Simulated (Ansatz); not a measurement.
Basis-set extrapolation for `CC(=N)CF` (PBE0-D4/def2-TZVP geometry, frozen core, Ansatz). Multiplicity 1, RHF reference.

|  | def2-TZVPP | def2-QZVPP |
| --- | --- | --- |
| HF | -271.079681 | -271.092011 |
| MP2 correlation | -0.953163 | -1.023787 |
| CCSD(T) correlation | -1.024799 | not run |

Energies in hartree. Use E(X) = E(∞) + A·exp(−7.88·√X) for Hartree–Fock and E(X) = E(∞) + B·X^(−2.97) for correlation, with X = 3 and 4, and add CCSD(T) minus MP2 of the smaller set to the MP2 limit.

What is the CCSD(T) energy at the basis-set limit?

HF limit: -271.092011 + (-0.012330) × 0.13774 = -271.09371. MP2 limit: -1.023787 + (-0.070624) × 0.74074 = -1.07610. Higher-order term: -1.024799 − (-0.953163) = -0.07164. Total: -272.24145 hartree, 85.9 kcal/mol below CCSD(T)/def2-TZVPP.
